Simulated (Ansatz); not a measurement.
System: disilane, Si2H6 (charge 0, singlet). SMILES: [SiH3][SiH3]
Geometry from a B3LYP-D3(BJ)/def2-TZVP (Ansatz, an electronic-structure program) optimisation:
```xyz
8

Si     0.0002    -0.0110     1.1721
Si    -0.0002     0.0110    -1.1721
H     -0.0004     1.3752     1.6997
H     -1.2040    -0.7120     1.6803
H      1.2055    -0.7108     1.6798
H      0.0004    -1.3752    -1.6997
H     -1.2055     0.7108    -1.6798
H      1.2040     0.7120    -1.6803
```

Computed values are from Ansatz. Valence correlation only, unless marked. Open shells are spin-unrestricted. Spin-orbit coupling is left out. Non-relativistic. CBS marks a two-point X^-3 extrapolation of the correlation energy; Hartree-Fock from the larger set. The bracket is a focal-point correction in the basis named.

The atomisation energy De comes out as 536.6 kcal/mol at RI-MP2/CBS(def2-TZVPPD,def2-QZVPPD)+[CCSD(T)-MP2]/def2-TZVPPD and the vertical ionisation energy (to the doublet) is 10.72 eV at RI-MP2/CBS(def2-TZVPPD,def2-QZVPPD)+[CCSD(T)-MP2]/def2-TZVPPD. The total energy comes out as -581.7405 Eh at RI-MP2/CBS(def2-TZVPPD,def2-QZVPPD)+[CCSD(T)-MP2]/def2-TZVPPD and the dipole moment is 0.00 D at CCSD(T)/aug-cc-pV(D+d)Z. The T1 diagnostic is 0.013 at CCSD/def2-TZVPPD and the measured enthalpy of formation, 298 K is 19.1 kcal/mol (G2/97 table in ASE (Curtiss et al.); older table, unchecked). The measured ionisation energy, adiabatic is 9.74 eV (CCCBDB table in ASE; older table, unchecked).
